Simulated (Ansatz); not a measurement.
For 2H-SiC, LDA (Ansatz, a first-principles code, PAW) gives:

| Quantity | Value |
|---|---|
| lattice parameter a | 3.056 Å |
| c axis length | 5.016 Å |
| bulk modulus | 231 GPa |
| cohesive energy | 7.40 eV/atom |
| band gap at the measured cell | 2.14 eV |
| electronic dielectric constant ε∞ | 7.01 |
| elastic constant C11 | 522 GPa |
| elastic constant C44 | 155 GPa |
| Voigt–Reuss–Hill shear modulus | 191 GPa |
| formation enthalpy | -0.283 eV/atom |

Question: What does r²SCAN (Ansatz, plane waves, PAW) give for the same quantities?

Answer: 
- lattice constant a: 3.075 Å (increases by 0.6 %)
- lattice parameter c: 5.048 Å (rises by 0.6 %)
- bulk modulus: 228 GPa (falls by 1.3 %)
- cohesive energy: 6.44 eV/atom (drops by 0.96 eV/atom)
- band gap at the measured cell: 2.62 eV (increases by 0.48 eV)
- high-frequency dielectric constant: 6.59 (drops by 6.0 %)
- elastic constant C11: 533 GPa (grows by 2.1 %)
- elastic constant C44: 165 GPa (goes up by 6.5 %)
- Voigt–Reuss–Hill shear modulus: 201 GPa (increases by 5.2 %)
- formation enthalpy: -0.296 eV/atom (moves by -0.013 eV/atom)

For comparison: lattice constant a 3.076 Å (measured, room temperature, no zero-point or thermal correction; as tabulated in Paulus et al. (1997), arXiv:cond-mat/9701136); lattice parameter c 5.048 Å (measured, room temperature, not corrected to a static lattice; as tabulated in Paulus et al. (1997), arXiv:cond-mat/9701136); band gap 3.33 eV (measured, temperature not stated, not corrected to a static lattice; as tabulated in Deguchi et al. (2016), arXiv:1512.06930).

Changes are worked out from the printed values.

Unless a cell is named, each level is at its own relaxed cell (LDA 10.14, r²SCAN 10.34 Å³/atom).

Density-functional gaps are differences of (generalised) Kohn–Sham levels.

Ansatz's density-functional and Hartree–Fock values are scalar-relativistic unless marked +SOC, with PAW data made under PBE.
